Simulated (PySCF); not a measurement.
C5H9P.
SMILES: `C=CP=C(C)C`

Theory: TDDFT B3LYP/def2-SVPD, vertical, gas phase, core orbitals frozen in the response (PySCF 2.14.0, density-fitted response routines). Isolated species at its GFN2-xTB geometry (one conformer only). GFN2-xTB frequencies show an imaginary mode (60i cm⁻¹), so this geometry is no minimum at that level. Torsions of this conformer, `[CH2:1]=[CH:2][P:3]=[C:4]([CH3:5])[CH3:6]`: C1–C2–P3–C4 170°.

Computed states:

```csv
state,E (eV),f
S1,4.45,0.026
S2,4.65,0.417
S3,5.57,0.0081
S4,5.81,0.0012
S5,6.04,0.0026
S6,6.22,0.0050
S7,6.33,0.015
S8,6.54,0.069
```

Broadening: Gaussians 0.4 eV wide at half height, area fixed by f = 4.319×10⁻⁹ ∫ε dν̃. The width is an assumption, not a result. The curve ends short of the highest state used, and states not computed would add to its high-energy end.

Task: What does the envelope look like, and where are its maxima?

Result: 
| λ (nm) | ε (L mol⁻¹ cm⁻¹) |
| --- | --- |
| 208.8 | 416 |
| 213.7 | 380 |
| 218.6 | 528 |
| 223.5 | 571 |
| 228.4 | 403 |
| 233.3 | 199 |
| 238.3 | 204 |
| 243.2 | 916 |
| 248.1 | 3596 |
| 253.0 | 9742 |
| 257.9 | 18761 |
| 262.8 | 26659 |
| 267.7 | 28945 |
| 272.6 | 24821 |
| 277.5 | 17355 |
| 282.4 | 10208 |
| 287.3 | 5204 |
| 292.3 | 2323 |
| 297.2 | 959 |
| 302.1 | 366 |
| 307.0 | 130 |
| 311.9 | 43 |
| 316.8 | 13 |
| 321.7 | 4 |

Maxima: 267 nm (4.65 eV), ε about 29000, made up of S2 (97%); 222 nm (5.58 eV), ε about 580, made up of S3 (93%) (ε in L mol⁻¹ cm⁻¹; maxima over ε = 5, shares over 10%). At its high-energy end, 5.94 eV, the curve is still rising (ε about 420, from S3, S4, S5, S6 and S7).

Task: On this curve, what absorbance would a 10⁻⁴ mol/L sample give at 248 nm over a 1 cm path?

Result: 248 nm is 4.999 eV, where ε is about 3500 L mol⁻¹ cm⁻¹, so A = ε c l ≈ 0.35 (Beer–Lambert, with the gas-phase spectrum and the assumed width).

Task: What would ε be at 4.65 eV, the highest of these maxima, with half the width (0.2 eV)?

Result: About 56500 L mol⁻¹ cm⁻¹ against 29000, a factor of about 1.9; a lone state at its own centre would give exactly 2.

Task: Coming from long wavelengths, where does ε first pass 100 L mol⁻¹ cm⁻¹?

Result: At about 308 nm (4.02 eV), 0.43 eV below S1.
